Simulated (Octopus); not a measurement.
# SiH4 (silane): a chain of runs, part 2 of 3

Octopus 16.4. Earlier steps stand in the parts before.

## Step 3: Energy and gradient at PZ81 LDA (scalar, in the pseudopotentials, hscv_lda potentials, box margin 4 angstrom, extra states 0, grid spacing 0.150022 angstrom, mix field default) (run 4)

geometry.xyz reads:

```xyz
5

Si     0.000000     0.000000    -0.000100
H      0.967600    -0.688400     0.890900
H     -1.331000     0.044900     0.656000
H     -0.105100    -0.740300    -1.282600
H      0.468500     1.383800    -0.264200
```

Command:

```
$ OMP_NUM_THREADS=1 octopus > gs.log
```

The log of the run:

```text
Version                : 16.4
************************** Calculation Mode **************************
Input: [CalculationMode = gs]
Input: [SpinComponents = unpolarized]
******************************* Space ********************************
Octopus will run in 3 dimension(s).
Octopus will treat the system as periodic in 0 dimension(s).
Input: [AllElectronType = no]
Input: [PseudopotentialSet = hscv_lda]
Reading Coordinates from geometry.xyz
****************************** Species *******************************
** Warning:
**   Eigenstate for l =  1 is not normalized
**   (abs(1 - norm) =     0.000225)
** Warning:
**   Eigenstate for l =  2 is not normalized
**   (abs(1 - norm) =     0.024456)
  Species 'Si'
    type             : pseudopotential
    file format      : QSO
    valence charge   : 4.0
    atomic number    :  14
    form on file     : semilocal
    orbital origin   : from file
    lmax             : 2
    llocal           : 2
    projectors per l : 1
    total projectors : 2
    application form : kleinman-bylander
    orbitals         :  2
    bound orbitals   :  2
** Warning:
**   Eigenstate for l =  0 is not normalized
**   (abs(1 - norm) =     0.028018)
  Species 'H'
    type             : pseudopotential
    file format      : QSO
    valence charge   : 1.0
    atomic number    :   1
    form on file     : semilocal
    orbital origin   : from file
    lmax             : 0
    llocal           : 0
    projectors per l : 1
    total projectors : 0
    application form : local
    orbitals         :  1
    bound orbitals   :  1
***************************** Symmetries *****************************
Symmetry elements : (sigma)
Symmetry group    : Cs
Input: [CurvMethod = curv_affine]
Input: [DerivativesStencil = stencil_star]
Input: [SmearingFunction = semiconducting]
Input: [SymmetrizeDensity = no]
******************************* States *******************************
Total electronic charge  =        8.000
Number of states         =        4
States block-size        =        4
************************** Parallelization ***************************
Info: Octopus will run in *serial*
******************************** Grid ********************************
Simulation Box:
  Type = minimum
  Radius  [A] =   4.000
Main mesh:
  Spacing [A] = ( 0.150, 0.150, 0.150)    volume/point [A^3] =      0.00338
  # inner mesh =     155418
  # total mesh =     209682
  Grid Cutoff [eV] =  1670.760704    Grid Cutoff [Ry] =   122.798658
Input: [StatesPack = yes]
Input: [StatesOrthogonalization = cholesky_serial]
**************************** Theory Level ****************************
Input: [TheoryLevel = kohn_sham]
Exchange-correlation:
  Exchange
    Slater exchange (LDA)
  Correlation
    Perdew & Zunger (Modified) (LDA)
****************************** Hartree *******************************
Input: [DressedOrbitals = no]
The chosen Poisson solver is 'interpolating scaling functions'
Input: [FilterPotentials = filter_TS]
Info: Pseudopotential for Si
  Radii for localized parts:
    local part     =  1.1 A
    non-local part =  1.3 A
    orbitals       =  5.0 A
Info: Pseudopotential for H
  Radii for localized parts:
    local part     =  1.0 A
    non-local part =  0.0 A
    orbitals       =  1.9 A
Input: [RelativisticCorrection = non_relativistic]
Input: [DFTULevel = dft_u_none]
Input: [MagneticConstrain = 0]
****************** Approximate memory requirements *******************
Mesh
  global  :       1.6 MiB
  local   :       6.4 MiB
  total   :       8.0 MiB
States
  real    :       6.4 MiB (par_kpoints + par_states + par_domains)
  complex :      12.8 MiB (par_kpoints + par_states + par_domains)
Info: Generating external potential
      done.
Input: [InteractionTiming = timing_exact]
Info: Octopus initialization completed.
Info: Starting calculation mode.
Info: Allocating ground state wave-functions
      Block       1 contains       4 states:       1 -       4
Info: Ground-state allocation done.
Info: Could not find 'restart/gs' directory for restart.
Info: No restart information will be read.
** Warning:
**   Unable to read wavefunctions.
**   Starting from scratch!
**************************** Eigensolver *****************************
Input: [Eigensolver = cg]
Input: [Preconditioner = pre_filter]
Input: [PreconditionerFilterFactor = 0.5000]
Input: [SubspaceDiagonalization = standard]
Input: [MixField = potential] (what to mix during SCF cycles)
Input: [MixingScheme = broyden]
Info: Mixing uses    4 steps and restarts after   20 steps.
Input: [LCAOStart = lcao_states]
Input: [LCAOScaleFactor = 1.000]
Input: [LCAOMaximumOrbitalRadius = 10.58 A]
Info: Double-precision storage for     2 extra orbitals will be allocated.
Info: Unnormalized total charge =      5.775971
Info: Renormalized total charge =      8.000000
Info: Setting up Hamiltonian.
Info: Performing initial LCAO calculation with      6 orbitals.
Info: Getting Hamiltonian matrix elements.
Eigenvalues [eV]
 #st  Spin   Eigenvalue      Occupation
   1   --   -14.690314       2.000000
   2   --    -2.014853       2.000000
   3   --    -1.998561       2.000000
   4   --    -1.919098       2.000000
Info: Ground-state restart information will be written to 'restart/gs'.
Info: SCF using real wavefunctions.
Info: Starting SCF iteration.
*********************** SCF CYCLE ITER #    1 ************************
 etot  = -1.59874817E+02 abs_ev   =  4.24E+01 rel_ev   =  5.07E-01
 ediff =        5.88E+00 abs_dens =  1.82E+00 rel_dens =  2.27E-01
Converged eigenvectors: 0
#  State  Eigenvalue [eV]  Occupation    Error
      1      -15.522398    2.000000   ( 1.1E-01)
      2       -8.765213    2.000000   ( 5.1E-01)
      3       -8.757365    2.000000   ( 5.1E-01)
      4       -8.754921    2.000000   ( 5.2E-01)
                                                                     ^
*********************** SCF CYCLE ITER #    2 ************************
 etot  = -1.92770475E+02 abs_ev   =  9.72E+00 rel_ev   =  1.04E-01
 ediff =        1.21E+00 abs_dens =  2.29E+00 rel_dens =  2.86E-01
Converged eigenvectors: 0
#  State  Eigenvalue [eV]  Occupation    Error
      1      -15.913487    2.000000   ( 2.0E-02)
      2      -10.252002    2.000000   ( 9.3E-02)
      3      -10.248769    2.000000   ( 9.2E-02)
      4      -10.247928    2.000000   ( 8.7E-02)
                                                                     ^
[eigenvalue tables of the cycles between left out]
*********************** SCF CYCLE ITER #    3 ************************
 etot  = -1.94514309E+02 abs_ev   =  1.47E+00 rel_ev   =  1.60E-02
 ediff =        6.41E-02 abs_dens =  5.55E-01 rel_dens =  6.93E-02
*********************** SCF CYCLE ITER #    4 ************************
 etot  = -1.89508191E+02 abs_ev   =  2.87E+00 rel_ev   =  3.23E-02
 ediff =        1.84E-01 abs_dens =  1.61E-01 rel_dens =  2.02E-02
*********************** SCF CYCLE ITER #    5 ************************
 etot  = -1.64736565E+02 abs_ev   =  1.51E+01 rel_ev   =  2.04E-01
 ediff =        9.10E-01 abs_dens =  8.85E-01 rel_dens =  1.11E-01
*********************** SCF CYCLE ITER #    6 ************************
 etot  = -1.57240051E+02 abs_ev   =  2.81E+00 rel_ev   =  3.95E-02
 ediff =        2.75E-01 abs_dens =  3.61E-01 rel_dens =  4.52E-02
*********************** SCF CYCLE ITER #    7 ************************
 etot  = -1.54274187E+02 abs_ev   =  9.16E-01 rel_ev   =  1.31E-02
 ediff =        1.09E-01 abs_dens =  1.80E-01 rel_dens =  2.25E-02
*********************** SCF CYCLE ITER #    8 ************************
 etot  = -1.64040089E+02 abs_ev   =  5.61E+00 rel_ev   =  7.40E-02
 ediff =        3.59E-01 abs_dens =  5.14E-01 rel_dens =  6.42E-02
*********************** SCF CYCLE ITER #    9 ************************
 etot  = -1.67790341E+02 abs_ev   =  1.33E+00 rel_ev   =  1.73E-02
 ediff =        1.38E-01 abs_dens =  2.32E-01 rel_dens =  2.91E-02
*********************** SCF CYCLE ITER #   10 ************************
 etot  = -1.67414286E+02 abs_ev   =  3.01E-01 rel_ev   =  3.92E-03
 ediff =        1.38E-02 abs_dens =  2.77E-02 rel_dens =  3.47E-03
*********************** SCF CYCLE ITER #   11 ************************
 etot  = -1.68595387E+02 abs_ev   =  7.36E-01 rel_ev   =  9.49E-03
 ediff =        4.34E-02 abs_dens =  3.22E-02 rel_dens =  4.03E-03
*********************** SCF CYCLE ITER #   12 ************************
 etot  = -1.70127363E+02 abs_ev   =  9.34E-01 rel_ev   =  1.19E-02
 ediff =        5.63E-02 abs_dens =  4.63E-02 rel_dens =  5.79E-03
*********************** SCF CYCLE ITER #   13 ************************
 etot  = -1.70820273E+02 abs_ev   =  3.34E-01 rel_ev   =  4.23E-03
 ediff =        2.55E-02 abs_dens =  3.46E-02 rel_dens =  4.32E-03
*********************** SCF CYCLE ITER #   14 ************************
 etot  = -1.70007543E+02 abs_ev   =  5.48E-01 rel_ev   =  7.00E-03
 ediff =        2.99E-02 abs_dens =  2.26E-02 rel_dens =  2.82E-03
*********************** SCF CYCLE ITER #   15 ************************
 etot  = -1.69848382E+02 abs_ev   =  6.10E-02 rel_ev   =  7.80E-04
 ediff =        5.85E-03 abs_dens =  7.85E-03 rel_dens =  9.81E-04
*********************** SCF CYCLE ITER #   16 ************************
 etot  = -1.69909724E+02 abs_ev   =  4.68E-02 rel_ev   =  5.98E-04
 ediff =        2.25E-03 abs_dens =  1.35E-03 rel_dens =  1.69E-04
*********************** SCF CYCLE ITER #   17 ************************
 etot  = -1.69953595E+02 abs_ev   =  2.56E-02 rel_ev   =  3.26E-04
 ediff =        1.61E-03 abs_dens =  1.35E-03 rel_dens =  1.69E-04
*********************** SCF CYCLE ITER #   18 ************************
 etot  = -1.69946704E+02 abs_ev   =  6.47E-03 rel_ev   =  8.26E-05
 ediff =        2.53E-04 abs_dens =  2.52E-04 rel_dens =  3.16E-05
*********************** SCF CYCLE ITER #   19 ************************
 etot  = -1.69939692E+02 abs_ev   =  4.39E-03 rel_ev   =  5.61E-05
 ediff =        2.58E-04 abs_dens =  2.13E-04 rel_dens =  2.67E-05
*********************** SCF CYCLE ITER #   20 ************************
 etot  = -1.69933872E+02 abs_ev   =  3.75E-03 rel_ev   =  4.79E-05
 ediff =        2.14E-04 abs_dens =  1.48E-04 rel_dens =  1.85E-05
*********************** SCF CYCLE ITER #   21 ************************
 etot  = -1.69934318E+02 abs_ev   =  2.99E-04 rel_ev   =  3.81E-06
 ediff =        1.64E-05 abs_dens =  3.71E-05 rel_dens =  4.64E-06
*********************** SCF CYCLE ITER #   22 ************************
 etot  = -1.69934094E+02 abs_ev   =  1.45E-04 rel_ev   =  1.85E-06
 ediff =        8.25E-06 abs_dens =  5.76E-06 rel_dens =  7.19E-07
Converged eigenvectors: 0
#  State  Eigenvalue [eV]  Occupation    Error
      1      -13.568169    2.000000   ( 1.5E-06)
      2       -8.524108    2.000000   ( 1.8E-06)
      3       -8.523708    2.000000   ( 7.9E-07)
      4       -8.523227    2.000000   ( 1.6E-06)
                                                                     ^
*********************** SCF CYCLE ITER #   23 ************************
 etot  = -1.69933861E+02 abs_ev   =  1.61E-04 rel_ev   =  2.06E-06
 ediff =        8.55E-06 abs_dens =  4.76E-06 rel_dens =  5.95E-07
Converged eigenvectors: 0
#  State  Eigenvalue [eV]  Occupation    Error
      1      -13.568148    2.000000   ( 9.5E-07)
      2       -8.524087    2.000000   ( 1.3E-06)
      3       -8.523687    2.000000   ( 6.7E-07)
      4       -8.523209    2.000000   ( 1.2E-06)
                                                                     ^
Info: SCF converged in   23 iterations
** Warning:
**   Some of the states are not fully converged!
Info: Number of matrix-vector products:        891
Octopus emitted 5 warnings.
```

Run time: 11 s. Hardware: 1 thread of Arm Neoverse V1, shared host; peak memory 0.13 GiB.

Run 5 isn't shown in full; the table further down has it.

(Part 2 of 3 ends here.)
